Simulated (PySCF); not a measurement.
**Working out the ionisation energy of Ar**

Ar [Ar] (1S) → Ar⁺ [Ne] 3s2 3p5 (2P). Calculation: PySCF 2.14, in x2c-TZVPPall (5s5p3d1f, 42 functions); scalar relativity by spin-free X2C-1e. Frozen: 1s2. Energies in hartree (1 hartree = 27.21139 eV):

```csv
part,Ar (lower),Ar⁺ (upper)
UHF,-528.613998,-528.079083
MP2 opposite-spin,-0.270061,-0.242665
MP2 same-spin,-0.105838,-0.091669
```

Task: What does Hartree-Fock give?

Result: (-528.079083) − (-528.613998) = 0.534915 hartree = 14.556 eV.

Task: What do MP2 and SCS-MP2 (6/5 opposite-spin, 1/3 same-spin) give?

Result: The opposite-spin parts differ by 0.745 eV and the same-spin parts by 0.386 eV. MP2: 14.556 + (0.745) + (0.386) = 15.687 eV. SCS-MP2: 14.556 + 1.2 × (0.745) + (0.386)/3 = 15.579 eV.

Measured between the centres of the two terms (NIST): 15.819 eV, so MP2 (valence and next inner shell) is off by -0.132 eV.

What remains against the reference includes basis incompleteness, the frozen core and correlation beyond second order.
